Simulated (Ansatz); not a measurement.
## AlGeH4 (H-bridged), doublet: vertical spin and charge gaps

Geometry (PBE0/def2-TZVP stationary point for this spin, not checked as a minimum):

```xyz
6

Ge    0.0000    0.0000    0.7847
Al    0.0000    0.0000   -1.8784
H    -1.1260    0.0000   -0.5236
H     1.1260    0.0000   -0.5236
H     0.0000   -1.4027   -2.6096
H     0.0000    1.4027   -2.6096
```

Basis cc-pVDZ; Ansatz 0.2.0. Only valence electrons are correlated (noble-gas cores and the filled d shells of p-block atoms frozen). Prefix R: restricted or restricted open-shell reference; prefix U: unrestricted. No spin–orbit coupling is included, and no scalar relativity.

Gaps are energies of the second state less the first, at fixed atoms, for a selection of the levels run; each method lands on the state that its own search finds for that charge and spin.

For open shells CISD is restricted-active-space CI with the open shells as a complete middle space.

Removing an electron, to the triplet: 9.960 eV at UCCSDT(Q).

```json
{"level": "UHF", "gap (eV)": "9.303", "error (meV)": "-657"}
{"level": "UMP2", "gap (eV)": "9.922", "error (meV)": "-38"}
{"level": "UCCSD", "gap (eV)": "9.973", "error (meV)": "13"}
{"level": "UCCSD(T)", "gap (eV)": "9.971", "error (meV)": "11"}
{"level": "BCCD(T)", "gap (eV)": "9.980", "error (meV)": "20"}
{"level": "UCCSDT", "gap (eV)": "9.960", "error (meV)": "0"}
{"level": "PBE0", "gap (eV)": "10.143", "error (meV)": "183"}
{"level": "B3LYP", "gap (eV)": "10.238", "error (meV)": "278"}
{"level": "wB97M-V", "gap (eV)": "10.253", "error (meV)": "293"}
{"level": "RPA-PBE", "gap (eV)": "9.918", "error (meV)": "-42"}
```

Quartet less doublet: 4.110 eV at UCCSDT(Q).

```json
{"level": "UHF", "gap (eV)": "3.687", "error (meV)": "-423"}
{"level": "UMP2", "gap (eV)": "4.101", "error (meV)": "-9"}
{"level": "CISD", "gap (eV)": "4.077", "error (meV)": "-33"}
{"level": "UCCSD", "gap (eV)": "4.139", "error (meV)": "29"}
{"level": "UCCSD(T)", "gap (eV)": "4.128", "error (meV)": "18"}
{"level": "BCCD(T)", "gap (eV)": "4.140", "error (meV)": "30"}
{"level": "UCCSDT", "gap (eV)": "4.113", "error (meV)": "3"}
{"level": "PBE", "gap (eV)": "4.026", "error (meV)": "-84"}
{"level": "r2SCAN", "gap (eV)": "3.973", "error (meV)": "-137"}
{"level": "PBE0", "gap (eV)": "4.126", "error (meV)": "16"}
{"level": "B3LYP", "gap (eV)": "4.368", "error (meV)": "258"}
{"level": "r2SCAN0", "gap (eV)": "4.034", "error (meV)": "-76"}
{"level": "wB97M-V", "gap (eV)": "4.450", "error (meV)": "340"}
{"level": "B2PLYP", "gap (eV)": "4.353", "error (meV)": "243"}
{"level": "RPA-PBE", "gap (eV)": "4.226", "error (meV)": "116"}
```

Problem. PBE gives 7.506 eV for removing an electron, to the singlet. Estimate what UCCSDT(Q) gives in cc-pVDZ.

Solution. UCCSDT(Q) in cc-pVDZ gives 7.412 eV, so against it PBE is off by 0.094 eV, of which a good part can be the reference's own basis and frozen-core error.

```csv
level,gap (eV),error (meV)
UHF,7.222,-190
UMP2,7.433,21
UCCSD,7.400,-12
UCCSD(T),7.411,-1
UCCSDT,7.412,0
r2SCAN,7.754,342
PBE0,7.647,235
B3LYP,7.579,167
wB97M-V,7.546,134
```

In so small a basis the reference is far from its limit while semilocal and hybrid functionals are nearer theirs (RPA and double hybrids share part of the reference's basis error), so the functionals' errors here hold much of the reference's basis and frozen-core error, which can add to them or hide them.

Full CI isn't at hand for all of this; UCCSDT(Q) serves as the reference, and is uncertain by the last step of the cluster series or more. The frozen core follows each run's orbitals, which can shift R against U totals by a few meV for light atoms and by up to 0.1 eV past Ca.
